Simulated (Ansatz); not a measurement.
Geometry optimisation, Ansatz 0.2.0, RKS PBE0-D4/def2-SVP.

input.yaml

```yaml
crystal:
  periodic: [false, false, false]
  atoms:
    - { symbol: B, position_ang: [0.0, 0.0, 0.0] }
    - { symbol: F, position_ang: [0.0, 0.0, 1.32] }
    - { symbol: Cl, position_ang: [1.6108, 0.0, -0.93] }
    - { symbol: H, position_ang: [-1.0305, 0.0, -0.595] }
basis:
  gaussian: { orbitals: def2-SVP }
hamiltonian:
  xc: pbe0
  dispersion: d4
relax:
  f_tol: 0.02
  max_steps: 40
```

Run as:

```bash
$ ansatz run input.yaml --threads 1 --pin off --max-ram 2048MiB --backend cpu --events-out ev --progress --plain --runs-dir out
```

Question: Where does it end, and by what steps?

Answer: It converged. After 5 steps the energy has fallen by 0.147 eV; Cl3 moved furthest, 0.09 Å.

```
step  energy less start (eV)  largest force component (eV/Å)  accepted
   0                  0.0000                           1.843       yes
   1                 -0.1152                           1.055       yes
   2                 -0.1457                           0.170       yes
   3                 -0.1469                           0.074       yes
   4                 -0.1470                           0.076       yes
   5                 -0.1471                           0.013       yes
```

```xyz
4
Properties=species:S:1:pos:R:3
B 0.023 0.000 -0.016
F 0.037 0.000 1.295
Cl 1.543 0.000 -0.874
H -1.022 0.000 -0.610
```

Time of the run: 8.2 s on 1 thread of Arm Neoverse V1, with other jobs on the host, peak memory 0.12 GiB.
